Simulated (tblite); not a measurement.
Species: C3H6ClF.
Cartesian coordinates in Å at the GFN2-xTB level; atoms count from 1:
```
atom  x, y, z in Å
F1     1.490   -0.576    1.258
C2     1.260   -0.212   -0.048
C3     0.013    0.656   -0.135
C4    -1.250   -0.129    0.186
Cl5   -1.595   -1.325   -1.096
H6     1.143   -1.138   -0.620
H7     2.150    0.330   -0.381
H8    -0.052    1.081   -1.137
H9     0.102    1.473    0.585
H10   -1.137   -0.684    1.117
H11   -2.118    0.526    0.244
```

Computed with GFN2-xTB (tblite): harmonic, unscaled wavenumbers at the GFN2-xTB geometry, gas phase. The method is semi-empirical: single wavenumbers can be off by several per cent or more. One conformer, not necessarily the lowest.

Harmonic wavenumbers (cm⁻¹): 70.5, 142.0, 225.4, 369.8, 471.7, 670.2, 813.7, 906.3, 942.4, 1039.0, 1054.8, 1101.8, 1135.9, 1183.2, 1238.8, 1260.2, 1320.8, 1336.9, 1432.8, 1440.3, 1447.2, 2956.0, 2960.5, 2984.8, 2988.9, 2991.4, 3008.2.

A = 8095, B = 1948, C = 1841 MHz; mass 96.014 u (most abundant isotopes); point group C1, symmetry number 1.

Question: What is the zero-point energy?

Answer: ½Σν̃ = 18747 cm⁻¹ = 224.26 kJ/mol.

Question: Entropy at 500 K, 1 bar (ideal gas, RRHO, classical rotation)?

Answer: Translation 176.53, rotation 118.61, vibration 89.20: S = 384.3 J/(mol K).

Question: And Cp and H(500 K) − H(0)?

Answer: Cp = 132.13 J/(mol K), of which vibrations give 98.88 (their classical limit is 27 R = 224.5); H(500 K) − H(0) = 40.37 kJ/mol without the zero-point energy, 23.74 from vibrations.

Question: How do the functions run with temperature in this model?

Answer: 
```json
{"T (K)": "100", "S (J/(mol K))": "255.6", "Cp (J/(mol K))": "52.2", "H − H(0) (kJ/mol)": "4.20", "G − H(0) (kJ/mol)": "-21.36", "ln q(vib)": "0.64"}
{"T (K)": "200", "S (J/(mol K))": "296.8", "Cp (J/(mol K))": "68.6", "H − H(0) (kJ/mol)": "10.23", "G − H(0) (kJ/mol)": "-49.13", "ln q(vib)": "1.71"}
{"T (K)": "300", "S (J/(mol K))": "328.3", "Cp (J/(mol K))": "89.2", "H − H(0) (kJ/mol)": "18.08", "G − H(0) (kJ/mol)": "-80.42", "ln q(vib)": "2.79"}
{"T (K)": "800", "S (J/(mol K))": "456.6", "Cp (J/(mol K))": "174.9", "H − H(0) (kJ/mol)": "87.01", "G − H(0) (kJ/mol)": "-278.28", "ln q(vib)": "8.46"}
{"T (K)": "1000", "S (J/(mol K))": "497.7", "Cp (J/(mol K))": "193.3", "H − H(0) (kJ/mol)": "123.92", "G − H(0) (kJ/mol)": "-373.80", "ln q(vib)": "10.69"}
```

q(vib) and H(0) count from the zero-point level.

Question: Which modes carry the vibrational entropy at 500 K?

Answer: 70.5 cm⁻¹: 21.59; 142.0 cm⁻¹: 15.81; 225.4 cm⁻¹: 12.06; 369.8 cm⁻¹: 8.18; 471.7 cm⁻¹: 6.38; 670.2 cm⁻¹: 4.03 J/(mol K); the other 21 give 21.13 together.

Hindered rotation and anharmonicity are outside this model. Other conformers, if any are populated, would add a mixing term that is left out. The structure is chiral; the term R ln 2 for an equal mix with its mirror image is left out.
